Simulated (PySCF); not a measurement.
## input.py for Na2⁻

The script input.py:

```python
from pyscf import gto, scf

mol = gto.M(
    atom='Na 0 0 0; Na 0 0 3.003',
    basis='x2c-svpall',
    charge=-1,
    spin=1,
    symmetry=True,
    verbose=4,
)
mf = scf.UHF(mol)
mf = mf.sfx2c1e()
mf.kernel()
mf.nuc_grad_method().kernel()
mf.dip_moment()
print('orbital energies (hartree):', [e[max(0, n-3):n+3].round(4) for e, n in zip(mf.mo_energy, mol.nelec)])
```

```bash
$ OMP_NUM_THREADS=1 python input.py
```

It prints (some set-up lines and the per-cycle HOMO/LUMO lines with their warnings removed):

```
PySCF version 2.14.0

[INPUT] Symbol           X                Y                Z      unit          X                Y                Z       unit  Magmom
[INPUT]  1 Na     0.000000000000   0.000000000000   0.000000000000 AA    0.000000000000   0.000000000000   0.000000000000 Bohr   0.0
[INPUT]  2 Na     0.000000000000   0.000000000000   3.003000000000 AA    0.000000000000   0.000000000000   5.674847552069 Bohr   0.0

nuclear repulsion = 21.3221586817582
point group symmetry = Dooh
symmetry origin: [0.         0.         2.83742378]
symmetry axis x: [1. 0. 0.]
symmetry axis y: [0. 1. 0.]
symmetry axis z: [0. 0. 1.]
num. orbitals of irrep A1g = 7
num. orbitals of irrep E1gx = 3
num. orbitals of irrep E1gy = 3
num. orbitals of irrep A1u = 7
num. orbitals of irrep E1uy = 3
num. orbitals of irrep E1ux = 3
num. orbitals of irrep E2gx = 1
num. orbitals of irrep E2gy = 1
num. orbitals of irrep E2uy = 1
num. orbitals of irrep E2ux = 1
number of shells = 6
number of NR pGTOs = 66
number of NR cGTOs = 30
basis = x2c-svpall
ecp = {}

******** <class 'pyscf.x2c.sfx2c1e.sfX2C1eSymAdaptedUHF'> ********
method = sfX2C1eSymAdaptedUHF
initial guess = minao
damping factor = 0
level_shift factor = 0
DIIS = <class 'pyscf.scf.diis.CDIIS'>
SCF conv_tol = 1e-09
SCF max_cycles = 50
number electrons alpha = 12  beta = 11

******** <class 'pyscf.x2c.sfx2c1e.SpinFreeX2CHelper'> ********
approx = 1e
xuncontract = 1
Freeze 0 electrons in irreps []
    23 free electrons in irreps A1g E1gx E1gy A1u E1uy E1ux E2gx E2gy E2uy E2ux
init E= -323.936258242853

cycle= 1 E= -323.984295723967  delta_E= -0.048  |g|= 0.0388  |ddm|= 2.62
cycle= 2 E= -323.991635730676  delta_E= -0.00734  |g|= 0.019  |ddm|=  0.7
cycle= 3 E= -323.994314679757  delta_E= -0.00268  |g|= 0.0124  |ddm|= 0.22
cycle= 4 E= -323.996272981262  delta_E= -0.00196  |g|= 0.00692  |ddm|= 0.351
cycle= 5 E= -323.997039389357  delta_E= -0.000766  |g|= 0.00179  |ddm|= 0.333
cycle= 6 E= -323.997064037489  delta_E= -2.46e-05  |g|= 0.000685  |ddm|= 0.0987
cycle= 7 E= -323.997070164901  delta_E= -6.13e-06  |g|= 0.00018  |ddm|= 0.0326
cycle= 8 E= -323.997070471601  delta_E= -3.07e-07  |g|= 4.62e-05  |ddm|= 0.0136
cycle= 9 E= -323.997070499034  delta_E= -2.74e-08  |g|= 9.31e-06  |ddm|= 0.00193
cycle= 10 E= -323.997070500215  delta_E= -1.18e-09  |g|= 1.4e-06  |ddm|= 0.000302
cycle= 11 E= -323.997070500236  delta_E= -2.1e-11  |g|= 1.11e-07  |ddm|= 6.01e-05
Extra cycle  E= -323.997070500236  delta_E=    0  |g|= 5.96e-08  |ddm|= 1.35e-06
converged SCF energy = -323.997070500236  <S^2> = 0.9974543  2S+1 = 2.2337899

******** <class 'pyscf.grad.uhf.Gradients'> for <class 'pyscf.x2c.sfx2c1e.sfX2C1eSymAdaptedUHF'> ********
unit = Eh/Bohr

WARN: Unable to to identify input symmetry using original axes.
Different symmetry axes will be used.

--------------- sfX2C1eSymAdaptedUHF gradients ---------------
         x                y                z
0 Na     0.0000000000     0.0000000000     0.0135307166
1 Na     0.0000000000     0.0000000000    -0.0135307166
----------------------------------------------
Dipole moment(X, Y, Z, Debye): -0.00000, -0.00000, -7.21201
orbital energies (hartree): [array([-1.3601, -0.0491, -0.0126,  0.1842,  0.1842,  0.2077]), array([-1.361 , -1.3605, -0.0499,  0.157 ,  0.1882,  0.1882])]
```

In short: E(SCF) = -323.997071 Eh, 11 cycles, ⟨S²⟩ = 0.997, gradient on the second atom -0.0135 Eh/bohr.

It ran on Arm Neoverse V1 (1 thread, shared host) in 1.3 s.

The basis has no diffuse functions, which an anion needs. The bond length is a typed value, not an optimised one. The dipole of an ion depends on the origin. No search for the lowest solution was made.
